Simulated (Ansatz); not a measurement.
# Molecular dynamics of H₄OSi

Input:

```yaml
crystal:
  periodic: [false, false, false]
  atoms:
    - { symbol: Si, position_ang: [0.269283, -0.064672, -0.544612] }
    - { symbol: H, position_ang: [0.41003, -0.087139, 1.154306] }
    - { symbol: H, position_ang: [1.379155, 0.192136, 0.468671] }
    - { symbol: O, position_ang: [-0.733259, 1.255331, -0.778298] }
    - { symbol: H, position_ang: [-1.507736, 1.319849, -0.198986] }
    - { symbol: H, position_ang: [-0.463471, -1.295905, -0.102181] }
basis:
  gaussian: { orbitals: def2-TZVP }
hamiltonian:
  xc: pbe
md:
  timestep: 0.5
  n_steps: 200
  ensemble: nve
  temperature: 300.0
  initial_velocities: maxwell_boltzmann
  seed: 3981
```

Command:

```bash
$ ansatz run input.yaml --threads 2 --pin off --max-ram 3072MiB --backend cpu --events-out ev --progress --plain --runs-dir out
```

It starts at the highest image of a converged band. Of that band: Neighbouring images differ by up to 1.3 eV, so the band resolves the path poorly. A vibrational analysis at the climbing image gives one clearly imaginary mode, 1106i cm⁻¹: a first-order saddle point.

Output, in part (one step line in 4, the closing report, with atoms numbered from 0):

```
md step     0: t =     0.00 fs  T =   300.0 K  F+E_penalty+E_count = -9982.83313999 eV  E_kin = 0.155112 eV  conserved = -9982.67802799 eV  (25 SCF iters)
md step     4: t =     2.00 fs  T =   255.2 K  F+E_penalty+E_count = -9982.80923630 eV  E_kin = 0.131945 eV  conserved = -9982.67729139 eV  (30 SCF iters)
md step     8: t =     4.00 fs  T =   286.0 K  F+E_penalty+E_count = -9982.82568569 eV  E_kin = 0.147881 eV  conserved = -9982.67780511 eV  (29 SCF iters)
md step    12: t =     6.00 fs  T =   321.0 K  F+E_penalty+E_count = -9982.84312587 eV  E_kin = 0.165980 eV  conserved = -9982.67714622 eV  (28 SCF iters)
md step    16: t =     8.00 fs  T =   549.5 K  F+E_penalty+E_count = -9982.96155327 eV  E_kin = 0.284138 eV  conserved = -9982.67741546 eV  (29 SCF iters)
md step    20: t =    10.00 fs  T =   941.7 K  F+E_penalty+E_count = -9983.16379377 eV  E_kin = 0.486895 eV  conserved = -9982.67689918 eV  (29 SCF iters)
md step    24: t =    12.00 fs  T =  1690.0 K  F+E_penalty+E_count = -9983.55098013 eV  E_kin = 0.873786 eV  conserved = -9982.67719459 eV  (28 SCF iters)
md step    28: t =    14.00 fs  T =  2738.4 K  F+E_penalty+E_count = -9984.09396325 eV  E_kin = 1.415840 eV  conserved = -9982.67812325 eV  (28 SCF iters)
md step    32: t =    16.00 fs  T =  3733.1 K  F+E_penalty+E_count = -9984.60965100 eV  E_kin = 1.930162 eV  conserved = -9982.67948874 eV  (27 SCF iters)
md step    36: t =    18.00 fs  T =  4218.3 K  F+E_penalty+E_count = -9984.86128095 eV  E_kin = 2.181040 eV  conserved = -9982.68024129 eV  (27 SCF iters)
md step    40: t =    20.00 fs  T =  4015.4 K  F+E_penalty+E_count = -9984.75542216 eV  E_kin = 2.076136 eV  conserved = -9982.67928597 eV  (28 SCF iters)
md step    44: t =    22.00 fs  T =  3458.5 K  F+E_penalty+E_count = -9984.46751889 eV  E_kin = 1.788164 eV  conserved = -9982.67935459 eV  (28 SCF iters)
md step    48: t =    24.00 fs  T =  2647.1 K  F+E_penalty+E_count = -9984.04720335 eV  E_kin = 1.368676 eV  conserved = -9982.67852780 eV  (28 SCF iters)
md step    52: t =    26.00 fs  T =  1875.9 K  F+E_penalty+E_count = -9983.64842831 eV  E_kin = 0.969898 eV  conserved = -9982.67853061 eV  (28 SCF iters)
md step    56: t =    28.00 fs  T =  1241.4 K  F+E_penalty+E_count = -9983.31929561 eV  E_kin = 0.641854 eV  conserved = -9982.67744147 eV  (28 SCF iters)
md step    60: t =    30.00 fs  T =  1190.2 K  F+E_penalty+E_count = -9983.29224831 eV  E_kin = 0.615406 eV  conserved = -9982.67684193 eV  (28 SCF iters)
md step    64: t =    32.00 fs  T =  2032.1 K  F+E_penalty+E_count = -9983.72847201 eV  E_kin = 1.050701 eV  conserved = -9982.67777104 eV  (28 SCF iters)
md step    68: t =    34.00 fs  T =  3281.9 K  F+E_penalty+E_count = -9984.37738648 eV  E_kin = 1.696890 eV  conserved = -9982.68049683 eV  (28 SCF iters)
md step    72: t =    36.00 fs  T =  3811.4 K  F+E_penalty+E_count = -9984.65145268 eV  E_kin = 1.970635 eV  conserved = -9982.68081735 eV  (27 SCF iters)
md step    76: t =    38.00 fs  T =  3425.0 K  F+E_penalty+E_count = -9984.44970864 eV  E_kin = 1.770855 eV  conserved = -9982.67885314 eV  (28 SCF iters)
md step    80: t =    40.00 fs  T =  2815.3 K  F+E_penalty+E_count = -9984.13409631 eV  E_kin = 1.455648 eV  conserved = -9982.67844862 eV  (28 SCF iters)
md step    84: t =    42.00 fs  T =  2308.9 K  F+E_penalty+E_count = -9983.87171436 eV  E_kin = 1.193802 eV  conserved = -9982.67791250 eV  (27 SCF iters)
md step    88: t =    44.00 fs  T =  2055.1 K  F+E_penalty+E_count = -9983.74144631 eV  E_kin = 1.062559 eV  conserved = -9982.67888712 eV  (29 SCF iters)
md step    92: t =    46.00 fs  T =  1733.8 K  F+E_penalty+E_count = -9983.57462071 eV  E_kin = 0.896424 eV  conserved = -9982.67819645 eV  (28 SCF iters)
md step    96: t =    48.00 fs  T =  1504.5 K  F+E_penalty+E_count = -9983.45613134 eV  E_kin = 0.777892 eV  conserved = -9982.67823885 eV  (28 SCF iters)
md step   100: t =    50.00 fs  T =  1614.0 K  F+E_penalty+E_count = -9983.51129893 eV  E_kin = 0.834514 eV  conserved = -9982.67678466 eV  (28 SCF iters)
md step   104: t =    52.00 fs  T =  2529.0 K  F+E_penalty+E_count = -9983.98710967 eV  E_kin = 1.307612 eV  conserved = -9982.67949794 eV  (28 SCF iters)
md step   108: t =    54.00 fs  T =  3256.1 K  F+E_penalty+E_count = -9984.36415424 eV  E_kin = 1.683541 eV  conserved = -9982.68061355 eV  (28 SCF iters)
md step   112: t =    56.00 fs  T =  3207.5 K  F+E_penalty+E_count = -9984.33742006 eV  E_kin = 1.658429 eV  conserved = -9982.67899141 eV  (28 SCF iters)
md step   116: t =    58.00 fs  T =  2983.8 K  F+E_penalty+E_count = -9984.22112755 eV  E_kin = 1.542769 eV  conserved = -9982.67835856 eV  (28 SCF iters)
md step   120: t =    60.00 fs  T =  2930.2 K  F+E_penalty+E_count = -9984.19362176 eV  E_kin = 1.515031 eV  conserved = -9982.67859086 eV  (28 SCF iters)
md step   124: t =    62.00 fs  T =  2913.9 K  F+E_penalty+E_count = -9984.18667349 eV  E_kin = 1.506597 eV  conserved = -9982.68007612 eV  (28 SCF iters)
md step   128: t =    64.00 fs  T =  2417.9 K  F+E_penalty+E_count = -9983.92957608 eV  E_kin = 1.250156 eV  conserved = -9982.67941984 eV  (28 SCF iters)
md step   132: t =    66.00 fs  T =  1731.9 K  F+E_penalty+E_count = -9983.57376849 eV  E_kin = 0.895481 eV  conserved = -9982.67828784 eV  (26 SCF iters)
md step   136: t =    68.00 fs  T =  1499.9 K  F+E_penalty+E_count = -9983.45254387 eV  E_kin = 0.775490 eV  conserved = -9982.67705386 eV  (27 SCF iters)
md step   140: t =    70.00 fs  T =  2121.5 K  F+E_penalty+E_count = -9983.77618290 eV  E_kin = 1.096902 eV  conserved = -9982.67928048 eV  (29 SCF iters)
md step   144: t =    72.00 fs  T =  2729.4 K  F+E_penalty+E_count = -9984.09129554 eV  E_kin = 1.411212 eV  conserved = -9982.68008359 eV  (28 SCF iters)
md step   148: t =    74.00 fs  T =  2872.1 K  F+E_penalty+E_count = -9984.16381397 eV  E_kin = 1.485004 eV  conserved = -9982.67881005 eV  (28 SCF iters)
md step   152: t =    76.00 fs  T =  2952.1 K  F+E_penalty+E_count = -9984.20491056 eV  E_kin = 1.526369 eV  conserved = -9982.67854121 eV  (28 SCF iters)
md step   156: t =    78.00 fs  T =  3128.5 K  F+E_penalty+E_count = -9984.29618352 eV  E_kin = 1.617571 eV  conserved = -9982.67861232 eV  (28 SCF iters)
md step   160: t =    80.00 fs  T =  3279.9 K  F+E_penalty+E_count = -9984.37593061 eV  E_kin = 1.695863 eV  conserved = -9982.68006772 eV  (27 SCF iters)
md step   164: t =    82.00 fs  T =  2880.5 K  F+E_penalty+E_count = -9984.16886372 eV  E_kin = 1.489324 eV  conserved = -9982.67953980 eV  (28 SCF iters)
md step   168: t =    84.00 fs  T =  2054.3 K  F+E_penalty+E_count = -9983.74095838 eV  E_kin = 1.062174 eV  conserved = -9982.67878416 eV  (27 SCF iters)
md step   172: t =    86.00 fs  T =  1359.2 K  F+E_penalty+E_count = -9983.37950156 eV  E_kin = 0.702761 eV  conserved = -9982.67674029 eV  (28 SCF iters)
md step   176: t =    88.00 fs  T =  1434.6 K  F+E_penalty+E_count = -9983.42080165 eV  E_kin = 0.741770 eV  conserved = -9982.67903134 eV  (28 SCF iters)
md step   180: t =    90.00 fs  T =  1514.5 K  F+E_penalty+E_count = -9983.46160037 eV  E_kin = 0.783061 eV  conserved = -9982.67853942 eV  (28 SCF iters)
md step   184: t =    92.00 fs  T =  1619.0 K  F+E_penalty+E_count = -9983.51463746 eV  E_kin = 0.837063 eV  conserved = -9982.67757450 eV  (28 SCF iters)
md step   188: t =    94.00 fs  T =  2184.9 K  F+E_penalty+E_count = -9983.80706314 eV  E_kin = 1.129665 eV  conserved = -9982.67739830 eV  (25 SCF iters)
md step   192: t =    96.00 fs  T =  3245.0 K  F+E_penalty+E_count = -9984.35669017 eV  E_kin = 1.677788 eV  conserved = -9982.67890186 eV  (28 SCF iters)
md step   196: t =    98.00 fs  T =  4138.0 K  F+E_penalty+E_count = -9984.82037684 eV  E_kin = 2.139520 eV  conserved = -9982.68085716 eV  (27 SCF iters)
md step   200: t =   100.00 fs  T =  4109.2 K  F+E_penalty+E_count = -9984.80450733 eV  E_kin = 2.124622 eV  conserved = -9982.67988500 eV  (25 SCF iters)
Total energy: -9984.80454187 eV, -366.9347989701 hartree
Atom 0 at     0.285177    -0.028201    -0.392535 Å, force    -1.654739    -0.771445    -2.485909 eV/Å
Atom 1 at    -0.179787    -0.389035     0.928424 Å, force     0.385925    -0.464088     0.882155 eV/Å
Atom 2 at     1.687900     0.339017    -0.755538 Å, force     0.151993     0.008110     0.513254 eV/Å
Atom 3 at    -0.824021     1.170089    -0.775880 Å, force     0.280091     0.283585     1.137432 eV/Å
Atom 4 at    -0.473962     1.529205    -1.581332 Å, force    -0.087596     0.908739    -1.228967 eV/Å
Atom 5 at    -0.218430    -1.013453    -1.545328 Å, force     0.924326     0.035099     1.182034 eV/Å
Dipole moment:     0.307708     0.025174    -0.070189 e Å
```

All steps were run. The conserved energy stayed within 0.53 meV per atom of its start (net change -0.31 meV per atom), so the integration is sound. The kinetic energy rose, since the run started high on the potential surface and went downhill. A run of 0.1 ps of so small a system gives no equilibrium averages. The orbitals stay closed-shell, which can raise the energy where a bond breaks towards radicals; this wasn't checked here.

Between its relaxed ends the band would form H2–H3 and break Si1–H2, Si1–H3. These pairs go: H2–H3 1.22 → 2.62 Å, Si1–H2 1.70 → 1.45 Å, Si1–H3 1.52 → 1.49 Å. In the last frame they stand as before the step (other bonds may differ from the relaxed reactants and products). It ends as one piece, H4OSi. Pairs count as bonded within 1.25 times the sum of covalent radii (0.12 Å more for H–H).

Last frame:

```xyz
6
Properties=species:S:1:pos:R:3
Si 0.285 -0.028 -0.393
H -0.180 -0.389 0.928
H 1.688 0.339 -0.755
O -0.824 1.170 -0.776
H -0.474 1.529 -1.581
H -0.218 -1.014 -1.545
```

Run time: 82 s on 2 threads of Intel(R) Xeon(R) 6975P-C (Granite Rapids) (shared host), peak memory 0.14 GiB.
